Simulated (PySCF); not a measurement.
## Reproducing measurements on CCl3F

**Experimental background.**

NIST CCCBDB Release 22 (SRD 101), experimental dipoles lists, for the gas: dipole moment (microwave Stark effect, vibrational ground state) 0.46 ± 0.02 D.

The results are set against them at the end.

Species: CCl₃F.
SMILES with atom numbers: `[F:1][C:2]([Cl:3])([Cl:4])[Cl:5]`

Geometry (PBE0-D3(BJ)/def2-SVP, Å), atoms numbered from 1 in this order:
```
atom  x, y, z in Å
F1    -0.9961    0.9751   -0.1244
C2    -0.0520    0.0510   -0.0065
Cl3    0.6091    0.1269    1.6296
Cl4   -0.7738   -1.5341   -0.3034
Cl5    1.2129    0.3811   -1.1954
```

The PySCF runs (gas phase, on this PBE0-D3(BJ)/def2-SVP geometry; no spin–orbit coupling):

```
                             level                                                                         job  basis functions
PBE0-D3(BJ)/def2-SVP, grid level 1                                 geometry optimisation from an MMFF94s start               82
                     PBE0/pcSseg-1  shieldings, charges and field gradients, density and orbital grids written              106
```

Results beside the measurements:

**Dipole moment.** Measured: 0.46 D (NIST CCCBDB Release 22 (SRD 101), experimental dipoles).

```tsv
level	computed (D)	computed − measured (D)	% (from the printed values)
PBE0-D3(BJ)/def2-SVP	0.30	-0.16	-35
PBE0/pcSseg-1	0.36	-0.10	-22
```

Closest is PBE0/pcSseg-1 (-0.10 D), furthest PBE0-D3(BJ)/def2-SVP (-0.16 D); one molecule doesn't rank methods. The computed dipoles belong to one fixed geometry; measured ones are averaged over vibrations unless marked μe. Magnitudes are compared, not signs.

No measured geometry was used, and the causes of the misses weren't examined.
